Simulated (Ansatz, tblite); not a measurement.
Cost and result up the ladder for AlH2(OH) (AlOH3) (5 atoms). Total charge 0; singlet. Geometry: r2SCAN-D4/def2-TZVP.

```xyz
5

Al   -0.324    0.361    0.165
H     0.282    0.750    1.576
H    -1.618    1.008   -0.458
O     0.434   -0.828   -0.779
H     1.226   -1.291   -0.504
```

Ansatz on 4 threads of Arm Neoverse V2 on a shared host; xTB runs through tblite on one thread. Times are rough, summed over both states, and most runs start from the orbitals of an earlier one. PBE0-D4/def2-TZVP serves as the yardstick here, not as an exact answer. The other state is a triplet.

The xTB rows come from tblite.

xTB has no spin-polarisation term.

```
                         level  functions  vertical triplet (eV)  difference from PBE0-D4/def2-TZVP (eV)
             PBE0-D4/def2-TZVP         86                   5.42                                    0.00
PBE-D4/def2-TZVP (with forces)         86                   5.06                                   -0.37
                      GFN2-xTB         16                   5.10                                   -0.32
           r2SCAN-D4/def2-TZVP         86                   5.20                                   -0.23
                      GFN1-xTB         19                   6.46                                    1.04
```

Task: Estimate how long each takes.

Result: GFN2-xTB 0.004 s; GFN1-xTB 0.005 s; PBE-D4/def2-TZVP (with forces) 1.1 s; PBE0-D4/def2-TZVP 1.1 s; r2SCAN-D4/def2-TZVP 2.2 s. On shared hardware such times vary by a factor of up to 3.
